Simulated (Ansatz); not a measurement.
# C4H6 (1,2-butadiene): from total energies to a heat of formation

The species is C4H6 (10 atoms), meant as a singlet with charge 0. SMILES: `C=C=CC`. Geometry: relaxed at PBE0-D4/def2-TZVP.

Total energies at HF/cc-pVDZ (Ansatz 0.2.0); the atoms run unrestricted:

```tsv
species	state	energy (Eh)
C4H6	singlet	-154.913184
C	triplet	-37.686544
H	doublet	-0.499278
```

Harmonic wavenumbers at PBE0-D4/def2-TZVP, in cm⁻¹: 171, 210, 344, 543, 577, 876, 891, 898, 1015, 1057, 1093, 1159, 1359, 1400, 1467, 1475, 1501, 2077, 3044, 3101, 3136, 3139, 3153, 3215.

Measured heats of formation of the gaseous atoms at 298.15 K, in kJ/mol: C 716.9, H 218.0. Spin-orbit lowering of the atoms at 298 K (mean of the ground term's levels less their thermal mean, from spectra), in kJ/mol: C 0.02. Take 1 Eh = 2625.50 kJ/mol, 1 cm⁻¹ = 0.0119627 kJ/mol, RT = 2.479 kJ/mol.

Task: What heat of formation follows?

Result: 
1. Electronic atomisation energy: 4 × (-37.686544) + 6 × (-0.499278) − (-154.913184) = 1.171340 Eh = 3075.4 kJ/mol.
2. Zero-point energy: half the sum of the wavenumbers, 18450.5 cm⁻¹ = 220.7 kJ/mol.
3. Thermal vibrational enthalpy, Σ hcν̃/(exp(hcν̃/kT) − 1): 5.8 kJ/mol. Translation, rotation and pV of a non-linear molecule: 4 RT = 9.9 kJ/mol.
4. The 10 free atoms carry 5/2 RT each: 62.0 kJ/mol.
5. Spin-orbit coupling lowers the free atoms by 4 × 0.02 = 0.1 kJ/mol.
6. Atomisation enthalpy at 298 K: 3075.4 − 0.1 − 220.7 − 5.8 − 9.9 + 62.0 = 2900.9 kJ/mol.
7. Sum of the atoms' heats of formation: 4175.6 kJ/mol. Heat of formation: 4175.6 − 2900.9 = +1274.7 kJ/mol.

The tabulated value is +162.3 kJ/mol (CRC Handbook of Chemistry and Physics), so this level is off by +1112.4 kJ/mol, or 27.7 % of the atomisation enthalpy that the table implies (4013.2 kJ/mol). Hartree–Fock leaves out correlation, which is larger in the molecule than in the atoms, so it underbinds and puts the heat of formation too high. Anharmonicity and any spin-orbit splitting of the molecule are left out.
